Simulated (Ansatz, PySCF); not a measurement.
System: C$_{4}$H$_{4}$O, charge 0, singlet. C4H4O (SMILES c1ccoc1).
B3LYP-D3(BJ)/def2-TZVP minimum from Ansatz (a quantum-chemistry and plane-wave program):
```
C
C 1 1.3552
O 2 1.3615 1 110.34
C 3 1.3615 2 106.94 1 0.00
C 4 1.3552 3 110.34 2 0.00
H 4 1.0753 5 133.63 1 -180.00
H 2 1.0753 1 133.63 5 -180.00
H 5 1.0766 4 126.47 6 0.00
H 1 1.0766 2 126.47 7 0.00
```
Charge 0, spin multiplicity 1.

Atomisation energy term by term, kcal/mol (programs: Ansatz). Open shells are spin-unrestricted; no spin-orbit coupling. Cores are frozen in correlated methods. Rows without X2C or -DK are non-relativistic. CBS(X,Y): correlation extrapolated as X^-3, Hartree-Fock from the larger set. A bracket is a step between two methods taken in the basis named. 'core' is core correlation in cc-pwCVTZ, 'X2C' scalar relativity in cc-pVTZ-DK, both at CCSD(T). Where a partner has so few electrons that a lower coupled-cluster level is exact, that level stands in. The restricted determinant of C4H4O (c1ccoc1, singlet) is unstable towards broken spin symmetry in at least one set run.

| term | basis | kcal/mol |
|---|---|---|
| Hartree-Fock | cc-pVQZ | 710.57 |
| CCSD correlation | CBS(cc-pVTZ,cc-pVQZ) | 257.53 |
| (T) | CBS(cc-pVTZ,cc-pVQZ) | 22.78 |
| CCSDT(Q) - CCSD(T) | cc-pVDZ | 0.88 |
| core correlation | cc-pwCVTZ | 4.96 |
| scalar relativity | X2C, cc-pVTZ-DK | -0.92 |
| minus zero-point energy | harmonic, PySCF's Hessian at B3LYP-D3(BJ)/def2-TZVP | -43.82 |
| sum: D0 |  | 952.0 |
